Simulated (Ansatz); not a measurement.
Isolated molecules relaxed with PBE0-D4/def2-TZVP in Ansatz; ΔE leaves out vibrations. CCSD(T)/CBS is the MP2 limit (def2-TZVPP, def2-QZVPP) plus CCSD(T) − MP2 in def2-TZVPP, frozen cores. This one scheme is used for every species, atoms too. Functionals use def2-TZVPP. B3LYP here is the variant with VWN-RPA as its local correlation; programs differ in this. Open shells (•) are unrestricted, without spin–orbit coupling. Spin–orbit coupling would lower the free atoms: a little for Cl. One conformer a species, not always the lowest.

`O[SiH2][SiH3]` + Cl• → `O[SiH2][SiH2]`• + HCl  (hydrogen abstraction from the Si–H bond)

| level | ΔE (kJ/mol) | difference from CCSD(T)/CBS |
| --- | --- | --- |
| LDA (SPW92) | -96.1 | -38.2 |
| BLYP-D4 | -59.7 | -1.8 |
| B3LYP-D4 | -54.7 | 3.2 |
| r2SCANh-D4 | -69.5 | -11.6 |
| r2SCAN0-D4 | -64.8 | -6.9 |
| B2PLYP | -54.0 | 3.9 |
| revPBE | -72.8 | -14.9 |
| BLYP | -59.6 | -1.7 |
| r2SCAN | -72.7 | -14.8 |
| PBE0 | -68.0 | -10.1 |
| r2SCANh | -69.6 | -11.7 |
| CAM-B3LYP | -51.4 | 6.5 |
| CCSD(T)/def2-SVP | -39.3 | 18.6 |
| CCSD/def2-TZVPP | -47.9 | 10.0 |
| CCSD(T)/def2-TZVPP | -52.9 | 5.0 |
| SCS-MP2/def2-QZVPP | -52.8 | 5.1 |
| CCSD(T)/CBS | -57.9 | 0 |

Largest T1 diagnostic among the species: 0.014.

From BLYP to BHLYP (50 % exact exchange), in def2-TZVPP and without D4, ΔE moves by +18.6 kJ/mol. At CCSD(T), def2-SVP lies +18.6 kJ/mol from the extrapolated value and def2-TZVPP +5.0 kJ/mol. Leaving LDA and LC-ωPBE aside and taking each functional with its dispersion term where it has one, the values, not all of them listed here, spread over 35.8 kJ/mol, from PBE-D4 to BHLYP-D4. LDA lies −18.9 kJ/mol from PBE without D4.

CCSD(T)/CBS has its own doubt, a few kJ/mol and more with outer-core shells, so smaller differences from it don't rank the levels.
